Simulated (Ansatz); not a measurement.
# Nudged elastic band run: C4H7

input.yaml

```yaml
crystal:
  periodic: [false, false, false]
  atoms:
    - { symbol: C, position_ang: [-0.84981, 0.561874, -0.907156] }
    - { symbol: C, position_ang: [0.232032, 1.284997, -1.043445] }
    - { symbol: C, position_ang: [1.31173, 2.009473, -1.182241] }
    - { symbol: C, position_ang: [-0.403551, -2.250857, 1.827577] }
    - { symbol: H, position_ang: [-1.710317, 0.930181, -0.338641] }
    - { symbol: H, position_ang: [-0.928276, -0.433581, -1.356376] }
    - { symbol: H, position_ang: [1.425012, 2.701955, -2.022966] }
    - { symbol: H, position_ang: [2.133153, 1.948493, -0.460605] }
    - { symbol: H, position_ang: [-1.143321, -2.311039, 2.626574] }
    - { symbol: H, position_ang: [-0.234088, -1.30474, 1.308105] }
    - { symbol: H, position_ang: [0.167435, -3.136957, 1.54917] }
magnetization:
  spin_polarized: true
  initial_magnetization: 1
basis:
  gaussian: { orbitals: def2-SVP }
hamiltonian:
  xc: pbe0
neb:
  order_check: false
  images: 7
  f_tol: 0.05
  max_iterations: 60
  final_atoms:
    - { symbol: C, position_ang: [-0.91668455, -0.17497737, -0.27639984] }
    - { symbol: C, position_ang: [-0.03191937, 0.83134222, -0.87869777] }
    - { symbol: C, position_ang: [1.18669245, 1.31251403, -0.76870369] }
    - { symbol: C, position_ang: [-0.27312643, -0.9659195, 0.86506355] }
    - { symbol: H, position_ang: [-1.83278536, 0.32659424, 0.08418148] }
    - { symbol: H, position_ang: [-1.25864245, -0.86720603, -1.06674569] }
    - { symbol: H, position_ang: [1.55597827, 2.11432761, -1.41873591] }
    - { symbol: H, position_ang: [1.89656047, 0.93249137, -0.01571582] }
    - { symbol: H, position_ang: [-0.98103854, -1.70139001, 1.27578545] }
    - { symbol: H, position_ang: [0.0368395, -0.29853404, 1.68346515] }
    - { symbol: H, position_ang: [0.618125, -1.50944352, 0.51649909] }
  initial_path:
    images:
      - { positions_ang: [[-0.84981, 0.561874, -0.907156], [0.232032, 1.284997, -1.043445], [1.31173, 2.009473, -1.182241], [-0.403551, -2.250857, 1.827577], [-1.710317, 0.930181, -0.338641], [-0.928276, -0.433581, -1.356376], [1.425012, 2.701955, -2.022966], [2.133153, 1.948493, -0.460605], [-1.143321, -2.311039, 2.626574], [-0.234088, -1.30474, 1.308105], [0.167435, -3.136957, 1.54917]] }
      - { positions_ang: [[-0.86096181, 0.42965196, -0.8068945], [0.20537749, 1.17228044, -0.97976282], [1.28629077, 1.88827625, -1.11008748], [-0.37446437, -2.01949341, 1.66418349], [-1.71407727, 0.8039481, -0.23902322], [-0.9754876, -0.52405929, -1.30745629], [1.39792865, 2.60838859, -1.91939709], [2.11966242, 1.7959758, -0.41410682], [-1.16872067, -2.16609129, 2.32925234], [-0.13978206, -1.1372361, 1.44900644], [0.22423345, -2.85184205, 1.33428195]] }
      - { positions_ang: [[-0.87211362, 0.29742992, -0.706633], [0.17872298, 1.05956387, -0.91608065], [1.26085154, 1.76707949, -1.03793396], [-0.34537774, -1.78812981, 1.50078999], [-1.71783754, 0.6777152, -0.13940544], [-1.02269921, -0.61453758, -1.25853658], [1.3708453, 2.51482217, -1.81582819], [2.10617184, 1.64345861, -0.36760863], [-1.19412035, -2.02114358, 2.03193067], [-0.04547611, -0.96973219, 1.58990788], [0.2810319, -2.56672709, 1.1193939]] }
      - { positions_ang: [[-0.88326543, 0.16520788, -0.6063715], [0.15206847, 0.94684731, -0.85239847], [1.23541231, 1.64588274, -0.96578044], [-0.31629112, -1.55676622, 1.33739648], [-1.72159782, 0.55148229, -0.03978766], [-1.06991081, -0.70501588, -1.20961687], [1.34376195, 2.42125576, -1.71225928], [2.09268126, 1.49094141, -0.32111045], [-1.21952002, -1.87619586, 1.73460901], [0.04882983, -0.80222829, 1.73080933], [0.33783036, -2.28161214, 0.90450586]] }
      - { positions_ang: [[-0.89441724, 0.03298585, -0.50610999], [0.12541396, 0.83413075, -0.78871629], [1.20997309, 1.52468598, -0.89362692], [-0.28720449, -1.32540262, 1.17400297], [-1.72535809, 0.42524939, 0.05983013], [-1.11712241, -0.79549417, -1.16069716], [1.31667859, 2.32768934, -1.60869038], [2.07919069, 1.33842421, -0.27461227], [-1.24491969, -1.73124815, 1.43728734], [0.14313578, -0.63472439, 1.87171077], [0.39462881, -1.99649719, 0.68961781]] }
      - { positions_ang: [[-0.89998407, -0.01900496, -0.44868246], [0.08608063, 0.83343362, -0.81121166], [1.20415293, 1.47164299, -0.86239611], [-0.28368497, -1.23553184, 1.09676812], [-1.75221491, 0.4005856, 0.06591796], [-1.15250242, -0.81342213, -1.13720929], [1.37650351, 2.27434891, -1.56120176], [2.03353313, 1.236941, -0.20988816], [-1.1789494, -1.72378362, 1.39691187], [0.11656171, -0.5506768, 1.82464936], [0.45050286, -1.87473377, 0.64633813]] }
      - { positions_ang: [[-0.90555089, -0.07099576, -0.39125492], [0.0467473, 0.83273649, -0.83370703], [1.19833277, 1.41860001, -0.8311653], [-0.28016546, -1.14566106, 1.01953326], [-1.77907173, 0.37592182, 0.0720058], [-1.18788243, -0.8313501, -1.11372143], [1.43632843, 2.22100848, -1.51371315], [1.98787558, 1.13545779, -0.14516404], [-1.11297911, -1.71631908, 1.3565364], [0.08998764, -0.46662921, 1.77758796], [0.5063769, -1.75297035, 0.60305845]] }
      - { positions_ang: [[-0.91111772, -0.12298657, -0.33382738], [0.00741397, 0.83203935, -0.8562024], [1.19251261, 1.36555702, -0.7999345], [-0.27664594, -1.05579028, 0.94229841], [-1.80592854, 0.35125803, 0.07809364], [-1.22326244, -0.84927807, -1.09023356], [1.49615335, 2.16766804, -1.46622453], [1.94221803, 1.03397458, -0.08043993], [-1.04700882, -1.70885454, 1.31616093], [0.06341357, -0.38258162, 1.73052656], [0.56225095, -1.63120694, 0.55977877]] }
      - { positions_ang: [[-0.91668455, -0.17497737, -0.27639984], [-0.03191937, 0.83134222, -0.87869777], [1.18669245, 1.31251403, -0.76870369], [-0.27312643, -0.9659195, 0.86506355], [-1.83278536, 0.32659424, 0.08418148], [-1.25864245, -0.86720603, -1.06674569], [1.55597827, 2.11432761, -1.41873591], [1.89656047, 0.93249137, -0.01571582], [-0.98103854, -1.70139001, 1.27578545], [0.0368395, -0.29853404, 1.68346515], [0.618125, -1.50944352, 0.51649909]] }
```

Command:

```bash
$ ansatz run input.yaml --threads 2 --pin off --max-ram 3072MiB --backend cpu --events-out ev --progress --plain --runs-dir out
```

Output, in part (warnings, iteration lines):

```
WARN: NEB end point (image 0): max|allowed force component| = 6.089e-2 eV/Å (the criterion of neb.relax_end_points is 1.000e-2). That is over neb.f_tol: it is no minimum, so the barrier can be far off. Relax it first
NEB end point (image 8): max|allowed force component| = 1.442e-2 eV/Å (the criterion of neb.relax_end_points is 1.000e-2)
NEB iter   1: max|band force component| = 1.385e1 eV/Å  barrier→ = 1.4881 eV  barrier← = 2.9650 eV  Δτ_max = 0.2000 Å  (300 SCF iters)
NEB iter   2: max|band force component| = 2.286e0 eV/Å  barrier→ = 0.2954 eV  barrier← = 1.7723 eV  Δτ_max = 0.2000 Å  (261 SCF iters)
NEB iter   3: max|band force component| = 2.957e0 eV/Å  barrier→ = 0.4116 eV  barrier← = 1.8885 eV  Δτ_max = 0.1008 Å  (261 SCF iters)
NEB iter   4: max|band force component| = 2.135e0 eV/Å  barrier→ = 0.2438 eV  barrier← = 1.7207 eV  Δτ_max = 0.1010 Å  (260 SCF iters)
NEB iter   5: max|band force component| = 1.951e0 eV/Å  barrier→ = 0.1776 eV  barrier← = 1.6545 eV  Δτ_max = 0.0990 Å  (250 SCF iters)
NEB iter   6: max|band force component| = 7.958e-1 eV/Å  barrier→ = 0.3033 eV  barrier← = 1.7802 eV  Δτ_max = 0.2000 Å  (252 SCF iters)
NEB iter   7: max|band force component| = 2.448e0 eV/Å  barrier→ = 0.4815 eV  barrier← = 1.9584 eV  Δτ_max = 0.1047 Å  (261 SCF iters)
NEB iter   8: max|band force component| = 1.429e0 eV/Å  barrier→ = 0.2620 eV  barrier← = 1.7389 eV  Δτ_max = 0.1023 Å  (249 SCF iters)
NEB iter   9: max|band force component| = 7.095e0 eV/Å  barrier→ = 0.6104 eV  barrier← = 2.0873 eV  Δτ_max = 0.0499 Å  (251 SCF iters)
NEB iter  10: max|band force component| = 2.591e0 eV/Å  barrier→ = 0.2434 eV  barrier← = 1.7203 eV  Δτ_max = 0.1003 Å  (261 SCF iters)
NEB iter  11: max|band force component| = 9.653e-1 eV/Å  barrier→ = 0.1965 eV  barrier← = 1.6734 eV  Δτ_max = 0.1990 Å  (257 SCF iters)
NEB iter  12: max|band force component| = 3.248e0 eV/Å  barrier→ = 0.5371 eV  barrier← = 2.0140 eV  Δτ_max = 0.1028 Å  (264 SCF iters)
NEB iter  13: max|band force component| = 1.371e0 eV/Å  barrier→ = 0.2262 eV  barrier← = 1.7031 eV  Δτ_max = 0.1006 Å  (249 SCF iters)
NEB iter  14: max|band force component| = 1.402e0 eV/Å  barrier→ = 0.1790 eV  barrier← = 1.6559 eV  Δτ_max = 0.0506 Å  (248 SCF iters)
NEB iter  15: max|band force component| = 1.035e0 eV/Å  barrier→ = 0.1357 eV  barrier← = 1.6126 eV  Δτ_max = 0.0501 Å  (252 SCF iters)
NEB iter  16: max|band force component| = 4.998e-1 eV/Å  barrier→ = 0.0968 eV  barrier← = 1.5737 eV  CI = image 5  Δτ_max = 0.0502 Å  (244 SCF iters)
NEB iter  17: max|band force component| = 4.068e-1 eV/Å  barrier→ = 0.1053 eV  barrier← = 1.5822 eV  CI = image 5  Δτ_max = 0.1013 Å  (253 SCF iters)
NEB iter  18: max|band force component| = 3.066e0 eV/Å  barrier→ = 0.2637 eV  barrier← = 1.7406 eV  CI = image 2  Δτ_max = 0.0503 Å  (253 SCF iters)
NEB iter  19: max|band force component| = 1.613e0 eV/Å  barrier→ = 0.0964 eV  barrier← = 1.5733 eV  CI = image 2  Δτ_max = 0.0998 Å  (242 SCF iters)
NEB iter  20: max|band force component| = 1.225e0 eV/Å  barrier→ = 0.0948 eV  barrier← = 1.5717 eV  CI = image 5  Δτ_max = 0.2000 Å  (246 SCF iters)
NEB iter  21: max|band force component| = 1.231e0 eV/Å  barrier→ = 0.4538 eV  barrier← = 1.9307 eV  CI = image 1  Δτ_max = 0.1022 Å  (264 SCF iters)
NEB iter  22: max|band force component| = 1.065e0 eV/Å  barrier→ = 0.3381 eV  barrier← = 1.8150 eV  CI = image 1  Δτ_max = 0.1007 Å  (251 SCF iters)
NEB iter  23: max|band force component| = 1.225e0 eV/Å  barrier→ = 0.2891 eV  barrier← = 1.7660 eV  CI = image 1  Δτ_max = 0.0502 Å  (250 SCF iters)
NEB iter  24: max|band force component| = 9.366e-1 eV/Å  barrier→ = 0.2526 eV  barrier← = 1.7295 eV  CI = image 1  Δτ_max = 0.0995 Å  (249 SCF iters)
NEB iter  25: max|band force component| = 1.187e0 eV/Å  barrier→ = 0.1545 eV  barrier← = 1.6314 eV  CI = image 6  Δτ_max = 0.1022 Å  (246 SCF iters)
NEB iter  26: max|band force component| = 3.076e0 eV/Å  barrier→ = 0.2882 eV  barrier← = 1.7651 eV  CI = image 2  Δτ_max = 0.0499 Å  (257 SCF iters)
NEB iter  27: max|band force component| = 2.810e0 eV/Å  barrier→ = 0.2529 eV  barrier← = 1.7298 eV  CI = image 2  Δτ_max = 0.1008 Å  (259 SCF iters)
NEB iter  28: max|band force component| = 2.682e0 eV/Å  barrier→ = 0.1984 eV  barrier← = 1.6753 eV  CI = image 2  Δτ_max = 0.2000 Å  (248 SCF iters)
NEB iter  29: max|band force component| = 2.285e0 eV/Å  barrier→ = 0.5484 eV  barrier← = 2.0253 eV  CI = image 5  Δτ_max = 0.1040 Å  (251 SCF iters)
NEB iter  30: max|band force component| = 2.073e0 eV/Å  barrier→ = 0.5204 eV  barrier← = 1.9973 eV  CI = image 5  Δτ_max = 0.0998 Å  (259 SCF iters)
NEB iter  31: max|band force component| = 2.114e0 eV/Å  barrier→ = 0.4752 eV  barrier← = 1.9521 eV  CI = image 5  Δτ_max = 0.0503 Å  (253 SCF iters)
NEB iter  32: max|band force component| = 2.058e0 eV/Å  barrier→ = 0.4675 eV  barrier← = 1.9444 eV  CI = image 5  Δτ_max = 0.0502 Å  (254 SCF iters)
NEB iter  33: max|band force component| = 1.963e0 eV/Å  barrier→ = 0.4683 eV  barrier← = 1.9452 eV  CI = image 5  Δτ_max = 0.0994 Å  (255 SCF iters)
NEB iter  34: max|band force component| = 1.910e0 eV/Å  barrier→ = 0.5602 eV  barrier← = 2.0371 eV  CI = image 5  Δτ_max = 0.0991 Å  (252 SCF iters)
NEB iter  35: max|band force component| = 1.778e0 eV/Å  barrier→ = 0.5955 eV  barrier← = 2.0724 eV  CI = image 5  Δτ_max = 0.1950 Å  (263 SCF iters)
NEB iter  36: max|band force component| = 1.987e0 eV/Å  barrier→ = 0.4652 eV  barrier← = 1.9421 eV  CI = image 5  Δτ_max = 0.1043 Å  (264 SCF iters)
NEB iter  37: max|band force component| = 9.919e-1 eV/Å  barrier→ = 0.4032 eV  barrier← = 1.8801 eV  CI = image 5  Δτ_max = 0.2000 Å  (260 SCF iters)
NEB iter  38: max|band force component| = 1.481e0 eV/Å  barrier→ = 0.4342 eV  barrier← = 1.9111 eV  CI = image 1  Δτ_max = 0.1000 Å  (264 SCF iters)
NEB iter  39: max|band force component| = 1.502e0 eV/Å  barrier→ = 0.3687 eV  barrier← = 1.8456 eV  CI = image 1  Δτ_max = 0.2000 Å  (263 SCF iters)
NEB iter  40: max|band force component| = 4.477e0 eV/Å  barrier→ = 1.2714 eV  barrier← = 2.7483 eV  CI = image 2  Δτ_max = 0.1009 Å  (265 SCF iters)
NEB iter  41: max|band force component| = 3.893e0 eV/Å  barrier→ = 1.1483 eV  barrier← = 2.6252 eV  CI = image 2  Δτ_max = 0.1004 Å  (252 SCF iters)
NEB iter  42: max|band force component| = 4.196e0 eV/Å  barrier→ = 0.6700 eV  barrier← = 2.1469 eV  CI = image 2  Δτ_max = 0.0501 Å  (261 SCF iters)
NEB iter  43: max|band force component| = 2.580e0 eV/Å  barrier→ = 0.6393 eV  barrier← = 2.1162 eV  CI = image 2  Δτ_max = 0.0995 Å  (246 SCF iters)
NEB iter  44: max|band force component| = 1.833e0 eV/Å  barrier→ = 0.5161 eV  barrier← = 1.9930 eV  CI = image 2  Δτ_max = 0.1009 Å  (258 SCF iters)
NEB iter  45: max|band force component| = 1.825e0 eV/Å  barrier→ = 0.4038 eV  barrier← = 1.8807 eV  CI = image 2  Δτ_max = 0.0500 Å  (253 SCF iters)
NEB iter  46: max|band force component| = 1.600e0 eV/Å  barrier→ = 0.4192 eV  barrier← = 1.8961 eV  CI = image 2  Δτ_max = 0.0507 Å  (252 SCF iters)
NEB iter  47: max|band force component| = 1.572e0 eV/Å  barrier→ = 0.4124 eV  barrier← = 1.8893 eV  CI = image 2  Δτ_max = 0.1038 Å  (258 SCF iters)
NEB iter  48: max|band force component| = 2.470e0 eV/Å  barrier→ = 0.3082 eV  barrier← = 1.7851 eV  CI = image 2  Δτ_max = 0.0503 Å  (257 SCF iters)
NEB iter  49: max|band force component| = 1.423e0 eV/Å  barrier→ = 0.3574 eV  barrier← = 1.8343 eV  CI = image 2  Δτ_max = 0.1017 Å  (246 SCF iters)
NEB iter  50: max|band force component| = 1.434e0 eV/Å  barrier→ = 0.3284 eV  barrier← = 1.8053 eV  CI = image 2  Δτ_max = 0.0507 Å  (251 SCF iters)
NEB iter  51: max|band force component| = 1.468e0 eV/Å  barrier→ = 0.3632 eV  barrier← = 1.8401 eV  CI = image 2  Δτ_max = 0.1012 Å  (251 SCF iters)
NEB iter  52: max|band force component| = 1.383e0 eV/Å  barrier→ = 0.3404 eV  barrier← = 1.8173 eV  CI = image 2  Δτ_max = 0.2000 Å  (251 SCF iters)
NEB iter  53: max|band force component| = 2.167e0 eV/Å  barrier→ = 0.8687 eV  barrier← = 2.3456 eV  CI = image 4  Δτ_max = 0.1030 Å  (264 SCF iters)
NEB iter  54: max|band force component| = 1.684e0 eV/Å  barrier→ = 0.5551 eV  barrier← = 2.0320 eV  CI = image 4  Δτ_max = 0.1951 Å  (253 SCF iters)
NEB iter  55: max|band force component| = 2.080e0 eV/Å  barrier→ = 0.5829 eV  barrier← = 2.0598 eV  CI = image 5  Δτ_max = 0.1027 Å  (252 SCF iters)
NEB iter  56: max|band force component| = 2.016e0 eV/Å  barrier→ = 0.5402 eV  barrier← = 2.0171 eV  CI = image 5  Δτ_max = 0.0511 Å  (249 SCF iters)
NEB iter  57: max|band force component| = 1.889e0 eV/Å  barrier→ = 0.5296 eV  barrier← = 2.0065 eV  CI = image 5  Δτ_max = 0.0509 Å  (249 SCF iters)
NEB iter  58: max|band force component| = 1.890e0 eV/Å  barrier→ = 0.5267 eV  barrier← = 2.0036 eV  CI = image 5  Δτ_max = 0.1001 Å  (249 SCF iters)
NEB iter  59: max|band force component| = 1.685e0 eV/Å  barrier→ = 0.5061 eV  barrier← = 1.9830 eV  CI = image 5  Δτ_max = 0.0997 Å  (251 SCF iters)
NEB iter  60: max|band force component| = 1.878e0 eV/Å  barrier→ = 0.3968 eV  barrier← = 1.8737 eV  CI = image 5  Δτ_max = 0.0508 Å  (247 SCF iters)
Error: NEB band did not converge after 60 iterations: max|band force component| = 1.88e0 eV/Å (threshold 5.0e-2); raise `neb.max_iterations` in a new run, which can start from the last band evaluated (`neb.initial_path`, with `crystal.atoms` and `neb.final_atoms` set to its first and last images), …
```

The run ended unconverged. The band didn't meet its force threshold, so its energies are provisional: the largest band force was still 1.88 eV/Å, and over the last iterations the top moved between 0.40 and 0.53 eV. The end points aren't both relaxed to the band's threshold either.

Final band (atoms are numbered from 1 in the order of the input):

| image | path coordinate (Å) | energy (eV) | C1–C4 (Å) |
| --- | --- | --- | --- |
| 0 | 0.00 | 0.00 | 3.95 |
| 1 | 0.82 | 0.29 | 3.67 |
| 2 | 1.65 | 0.06 | 3.62 |
| 3 | 2.47 | 0.05 | 3.45 |
| 4 | 3.29 | 0.08 | 3.06 |
| 5 | 4.11 | 0.40 | 2.34 |
| 6 | 5.03 | -1.26 | 1.54 |
| 7 | 6.01 | -1.35 | 1.54 |
| 8 | 6.98 | -1.48 | 1.53 |

The run took 15 min on 2 threads of AMD EPYC 7B13 (Zen 3), on a shared host, peak memory 0.25 GiB.
